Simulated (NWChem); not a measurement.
Species: SiH2, singlet; SMILES [SiH2]

Computed with NWChem. Low-valent species are run as closed-shell singlets; no triplet was tried in these runs. Each level has its own optimisation; frequencies are unscaled.

| level | basis functions | r H–Si (Å) | highest harmonic frequency (cm⁻¹) | lowest (cm⁻¹) | zero-point energy (kcal/mol) | dipole (D) | relative time |
|---|---|---|---|---|---|---|---|
| B3LYP/cc-pVDZ | 28 | 1.541 | 2010 | 1009 | 7.2 | 0.16 | 1 |
| B3LYP/aug-cc-pVDZ | 45 | 1.539 | 2011 | 1008 | 7.2 | 0.09 | 1 |
| B3LYP/cc-pVTZ | 62 | 1.526 | 2031 | 1020 | 7.3 | 0.09 | 3 |
| B3LYP/aug-cc-pVTZ | 96 | 1.526 | 2031 | 1016 | 7.3 | 0.09 | 10 |

Times are rough ratios from one shared machine.
